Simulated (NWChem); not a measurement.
Everything below was run with NWChem. System: propyne (C₃H₄), charge 0, spin multiplicity 1, at a geometry optimised with PBE0/def2-SVP. Level: CR-CCSD(T)/cc-pVDZ, 3 core orbitals frozen.

Job file:

```
start mol
memory heap 100 mb stack 700 mb global 1900 mb
geometry units angstroms nocenter noautoz
  C      1.223398    -0.195974     0.000000
  C     -0.211608     0.035339     0.000000
  C     -1.407417     0.225249     0.000000
  H      1.449142    -1.273660     0.000000
  H      1.696606     0.247574     0.889750
  H      1.696606     0.247574    -0.889750
  H     -2.468594     0.390825     0.000000
  symmetry group Cs
end
basis spherical
  * library cc-pvdz
end
scf
  rhf
  nopen 0
  maxiter 100
  thresh 1e-7
  semidirect memsize 60000000 filesize 0
end
tce
  freeze core 3
  cr-ccsd(t)
  2eorb
  2emet 13
  thresh 1e-6
  maxiter 100
  tilesize 24
end
task tce energy
```

Output (cleaned and shortened):

```
             Northwest Computational Chemistry Package (NWChem) 7.3.0
             --------------------------------------------------------

                                NWChem Input Module
                                -------------------

 Scaling coordinates for geometry "geometry" by  1.889725989
 (inverse scale =  0.529177249)

 Turning off AUTOSYM since
 SYMMETRY directive was detected!

                             Geometry "geometry" -> ""
                             -------------------------

 Output coordinates in angstroms (scale by  1.889725989 to convert to a.u.)

  No.       Tag          Charge          X              Y              Z
 ---- ---------------- ---------- -------------- -------------- --------------
    1 C                    6.0000     1.22339800    -0.19597400     0.00000000
    2 C                    6.0000    -0.21160800     0.03533900     0.00000000
    3 C                    6.0000    -1.40741700     0.22524900     0.00000000
    4 H                    1.0000     1.44914200    -1.27366000     0.00000000
    5 H                    1.0000     1.69660600     0.24757400     0.88975000
    6 H                    1.0000     1.69660600     0.24757400    -0.88975000
    7 H                    1.0000    -2.46859400     0.39082500     0.00000000

 Effective nuclear repulsion energy (a.u.)      58.5542181740

            Nuclear Dipole moment (a.u.)
            ----------------------------
        X                 Y               Z
 ---------------- ---------------- ----------------
    -0.0000037795    -0.0000056692     0.0000000000

      Symmetry information
      --------------------

 Group name             Cs
 Group number              2
 Group order               2
 No. of unique centers     6

      Symmetry unique atoms

     1    2    3    4    5    7


 Summary of "ao basis" -> "" (spherical)
 ------------------------------------------------------------------------------
       Tag                 Description            Shells   Functions and Types
 ---------------- ------------------------------  ------  ---------------------
 *                          cc-pvdz                   on all atoms

 Summary of "ao basis" -> "ao basis" (spherical)
 ------------------------------------------------------------------------------
       Tag                 Description            Shells   Functions and Types
 ---------------- ------------------------------  ------  ---------------------
 C                          cc-pvdz                  6       14   3s2p1d
 H                          cc-pvdz                  3        5   2s1p

                                 NWChem SCF Module
                                 -----------------

  ao basis        = "ao basis"
  functions       =    62
  atoms           =     7
  closed shells   =    11
  open shells     =     0
  charge          =   0.00
  wavefunction    = RHF
  use symmetry    = T
  symmetry adapt  = T

 Summary of "ao basis" -> "ao basis" (spherical)
 ------------------------------------------------------------------------------
       Tag                 Description            Shells   Functions and Types
 ---------------- ------------------------------  ------  ---------------------
 C                          cc-pvdz                  6       14   3s2p1d
 H                          cc-pvdz                  3        5   2s1p

      Symmetry analysis of basis
      --------------------------

        a'         43
        a"         19

 Forming initial guess at       0.0s

      Superposition of Atomic Density Guess
      -------------------------------------

 Sum of atomic energies:        -114.99555433

      Non-variational initial energy
      ------------------------------

 Total energy =    -116.650982
 1-e energy   =    -268.321441
 2-e energy   =      93.116241
 HOMO         =      -0.327642
 LUMO         =       0.068232

      Symmetry analysis of molecular orbitals - initial
      -------------------------------------------------

  Numbering of irreducible representations:

     1 a'          2 a"

  Orbital symmetries:

     1 a'          2 a'          3 a'          4 a'          5 a'
     6 a'          7 a'          8 a'          9 a"         10 a"
    11 a'         12 a"         13 a'         14 a'         15 a'
    16 a'         17 a"         18 a'         19 a'         20 a'
    21 a"

 Starting SCF solution at       0.4s

 ----------------------------------------------
         Quadratically convergent ROHF

 Convergence threshold     :          1.000E-07
 Maximum no. of iterations :          100
 Final Fock-matrix accuracy:          1.000E-09
 ----------------------------------------------

              iter       energy          gnorm     gmax       time
             ----- ------------------- --------- --------- --------
                 1     -115.8361097091  6.19D-01  1.92D-01      0.4
                 2     -115.8700348962  1.92D-01  5.34D-02      0.4
                 3     -115.8734525162  3.58D-03  1.69D-03      0.4
                 4     -115.8734541549  3.22D-06  1.07D-06      0.5
                 5     -115.8734541549  4.43D-09  2.39D-09      0.6

       Final RHF  results
       ------------------

         Total SCF energy =   -115.873454154934
      One-electron energy =   -270.856562623318
      Two-electron energy =     96.428890294430
 Nuclear repulsion energy =     58.554218173954

        Time for solution =      0.2s

       Symmetry analysis of molecular orbitals - final
       -----------------------------------------------

  Numbering of irreducible representations:

     1 a'          2 a"

  Orbital symmetries:

     1 a'          2 a'          3 a'          4 a'          5 a'
     6 a'          7 a'          8 a'          9 a"         10 a"
    11 a'         12 a'         13 a"         14 a'         15 a'
    16 a"         17 a'         18 a'         19 a'         20 a'
    21 a'

             Final eigenvalues
             -----------------

              1
    1  -11.2593
    2  -11.2404
    3  -11.2277
    4   -1.0551
    5   -0.9537
    6   -0.7120
    7   -0.6196
    8   -0.5868
    9   -0.5868
   10   -0.3790
   11   -0.3790
   12    0.1881
   13    0.2033
   14    0.2034
   15    0.2110
   16    0.2796
   17    0.2796
   18    0.3852
   19    0.5151
   20    0.5746
   21    0.6325

                       ROHF Final Molecular Orbital Analysis
                       -------------------------------------

 Vector    9  Occ=2.000000D+00  E=-5.867873D-01  Symmetry=a"
              MO Center=  1.3D+00,  1.5D-02, -1.2D-13, r^2= 1.4D+00
   Bfn.  Coefficient  Atom+Function         Bfn.  Coefficient  Atom+Function
  ----- ------------  ---------------      ----- ------------  ---------------
     6      0.417288  1 C  pz                48      0.294679  5 H  s
    53     -0.294679  6 H  s                  9      0.189147  1 C  pz

 Vector   10  Occ=2.000000D+00  E=-3.790246D-01  Symmetry=a"
              MO Center= -6.6D-01,  1.3D-01,  1.4D-15, r^2= 1.8D+00
   Bfn.  Coefficient  Atom+Function         Bfn.  Coefficient  Atom+Function
  ----- ------------  ---------------      ----- ------------  ---------------
    34      0.401416  3 C  pz                20      0.379936  2 C  pz
    37      0.271721  3 C  pz                23      0.256943  2 C  pz

 Vector   11  Occ=2.000000D+00  E=-3.790027D-01  Symmetry=a'
              MO Center= -6.7D-01,  8.1D-02,  2.3D-14, r^2= 1.8D+00
   Bfn.  Coefficient  Atom+Function         Bfn.  Coefficient  Atom+Function
  ----- ------------  ---------------      ----- ------------  ---------------
    33      0.396623  3 C  py                19      0.375083  2 C  py
    36      0.268531  3 C  py                22      0.253773  2 C  py

 Vector   12  Occ=0.000000D+00  E= 1.881181D-01  Symmetry=a'
              MO Center=  1.3D+00, -2.2D-01, -1.7D-15, r^2= 5.9D+00
   Bfn.  Coefficient  Atom+Function         Bfn.  Coefficient  Atom+Function
  ----- ------------  ---------------      ----- ------------  ---------------
     3      2.211064  1 C  s                 44     -0.992509  4 H  s
    49     -0.979630  5 H  s                 54     -0.979630  6 H  s
    59     -0.785427  7 H  s                 35     -0.750638  3 C  px
    17      0.687044  2 C  s                 21     -0.504584  2 C  px
     7      0.405724  1 C  px                31     -0.239972  3 C  s

 Vector   13  Occ=0.000000D+00  E= 2.033496D-01  Symmetry=a"
              MO Center=  6.3D-02,  1.8D-01, -1.3D-15, r^2= 4.3D+00
   Bfn.  Coefficient  Atom+Function         Bfn.  Coefficient  Atom+Function
  ----- ------------  ---------------      ----- ------------  ---------------
    49      0.922679  5 H  s                 54     -0.922679  6 H  s
    37      0.661573  3 C  pz                23     -0.587290  2 C  pz
     9     -0.583350  1 C  pz                20     -0.312113  2 C  pz
    34      0.275665  3 C  pz

 Vector   14  Occ=0.000000D+00  E= 2.033700D-01  Symmetry=a'
              MO Center=  4.6D-03, -1.8D-01, -7.8D-13, r^2= 4.3D+00
   Bfn.  Coefficient  Atom+Function         Bfn.  Coefficient  Atom+Function
  ----- ------------  ---------------      ----- ------------  ---------------
    44      1.046711  4 H  s                 36     -0.663320  3 C  py
     8      0.571838  1 C  py                22      0.570307  2 C  py
    49     -0.551876  5 H  s                 54     -0.551876  6 H  s
    19      0.308426  2 C  py                33     -0.272672  3 C  py
    21      0.153736  2 C  px

 center of mass
 --------------
 x =  -0.11117956 y =   0.01815774 z =   0.00000000

 moments of inertia (a.u.)
 ------------------
          16.387945386801          31.190524262505           0.000000000000
          31.190524262505         206.353423907419           0.000000000000
           0.000000000000           0.000000000000         211.344678029344

  Mulliken analysis of the total density
  --------------------------------------

    Atom       Charge   Shell Charges
 -----------   ------   -------------------------------------------------------
    1 C    6     5.95   2.00  0.65  0.28  2.05  0.91  0.06
    2 C    6     5.98   2.00  0.68  0.43  1.95  0.84  0.07
    3 C    6     6.34   2.00  0.64  0.75  1.94  0.95  0.04
    4 H    1     0.93   0.74  0.15  0.03
    5 H    1     0.93   0.74  0.15  0.03
    6 H    1     0.93   0.74  0.15  0.03
    7 H    1     0.95   0.72  0.19  0.04

       Multipole analysis of the density wrt the origin
       ------------------------------------------------

     L   x y z        total         open         nuclear
     -   - - -        -----         ----         -------
     0   0 0 0     -0.000000      0.000000     22.000000

     1   1 0 0      0.278460      0.000000     -0.000004
     1   0 1 0     -0.047094      0.000000     -0.000006
     1   0 0 1     -0.000000      0.000000      0.000000

     2   2 0 0    -10.249523      0.000000    125.289835
     2   1 1 0     -0.703109      0.000000    -19.126407
     2   1 0 1     -0.000000      0.000000      0.000000
     2   0 2 0    -14.605423      0.000000      8.713005
     2   0 1 1     -0.000000      0.000000      0.000000
     2   0 0 2    -14.716545      0.000000      5.654102

                   NWChem Extensible Many-Electron Theory Module
                   ---------------------------------------------


            General Information
            -------------------
      Number of processors :     1
         Wavefunction type : Restricted Hartree-Fock
          No. of electrons :    22
           Alpha electrons :    11
            Beta electrons :    11
           No. of orbitals :   124
            Alpha orbitals :    62
             Beta orbitals :    62
        Alpha frozen cores :     3
         Beta frozen cores :     3
     Alpha frozen virtuals :     0
      Beta frozen virtuals :     0
         Spin multiplicity : singlet
    Number of AO functions :    62
       Number of AO shells :    30
        Use of symmetry is : on
      Symmetry adaption is : on
         Schwarz screening : 0.10D-09

          Correlation Information
          -----------------------
          Calculation type : Coupled-cluster singles & doubles w/ perturbation
   Perturbative correction : Completely renormalized (T)
            Max iterations :      100
        Residual threshold : 0.10D-05
     T(0) DIIS level shift : 0.00D+00
     L(0) DIIS level shift : 0.00D+00
     T(1) DIIS level shift : 0.00D+00
     L(1) DIIS level shift : 0.00D+00
     T(R) DIIS level shift : 0.00D+00
     T(I) DIIS level shift : 0.00D+00
   CC-T/L Amplitude update :  5-th order DIIS
                I/O scheme : Global Array Library
        L-threshold :  0.10D-05
        EOM-threshold :  0.10D-05
 no EOMCCSD initial starts read in
 TCE RESTART OPTIONS
 SLICE:      F
 D4D5:       F
 quantumc:   F
 qrotation:  F
 pwtce:      F
 qducc:      F
 nacto:                         0
 nrotv:                         0
 nrot:                          0

            Memory Information
            ------------------
          Available GA space size is     249032956 doubles
          Available MA space size is     104853668 doubles

 Maximum block size supplied by input
 Maximum block size        24 doubles

 tile_dim =     17

 -------------------------------------------------
   1    alpha     a'     6 doubles       0       1
   2    alpha     a"     2 doubles       6       2
   3    beta      a'     6 doubles       8       1
   4    beta      a"     2 doubles      14       2
   5    alpha     a'    17 doubles      16       5
   6    alpha     a'    17 doubles      33       6
   7    alpha     a"    17 doubles      50       7
   8    beta      a'    17 doubles      67       5
   9    beta      a'    17 doubles      84       6
  10    beta      a"    17 doubles     101       7

 Global array virtual files algorithm will be used

 Parallel file system coherency ......... OK

 4-electron integrals stored in orbital form

 v2    file size   =          1585609
 4-index algorithm nr.  13 is used
 imaxsize =       30
 imaxsize ichop =        0


CCSD iterations
 ---------------------------------------------------------
 Iter          Residuum       Correlation     Cpu    Wall
 ---------------------------------------------------------
    1   0.1588733975713  -0.3976855930586     0.1     0.1
    2   0.0478594261714  -0.4140886069606     0.1     0.1
    3   0.0195615178085  -0.4232973626737     0.1     0.1
    4   0.0096789744768  -0.4251616355390     0.1     0.1
    5   0.0051207394325  -0.4261780269621     0.1     0.1
    6   0.0010936039706  -0.4269183144323     0.1     0.1
    7   0.0004463495025  -0.4269938890822     0.2     0.2
    8   0.0002245215628  -0.4269936869839     0.1     0.1
    9   0.0001207779767  -0.4269965414562     0.1     0.1
   10   0.0000678822506  -0.4269993086896     0.1     0.1
   11   0.0000132923050  -0.4270021518620     0.1     0.1
   12   0.0000051497917  -0.4270036504906     0.1     0.1
   13   0.0000023838470  -0.4270041751288     0.1     0.1
   14   0.0000011966678  -0.4270043700992     0.1     0.1
   15   0.0000006314432  -0.4270044589478     0.1     0.1
 -----------------------------------------------------------------
 Iterations converged
 CCSD correlation energy / hartree =        -0.427004458947794
 CCSD total energy / hartree       =      -116.300458613881531

 Singles contributions

 Doubles contributions
 CR-CCSD(T)

 CR-CCSD[T]  correction energy / hartree =        -0.012658074271134
 CR-CCSD[T] correlation energy / hartree =        -0.439662533218927
 CR-CCSD[T] total energy / hartree       =      -116.313116688152661
 CR-CCSD(T)  correction energy / hartree =        -0.012209390422425
 CR-CCSD(T) correlation energy / hartree =        -0.439213849370219
 CR-CCSD(T) total energy / hartree       =      -116.312668004303958

 Task  times  cpu:       10.1s     wall:       10.1s

 Total times  cpu:       10.1s     wall:       10.1s
```
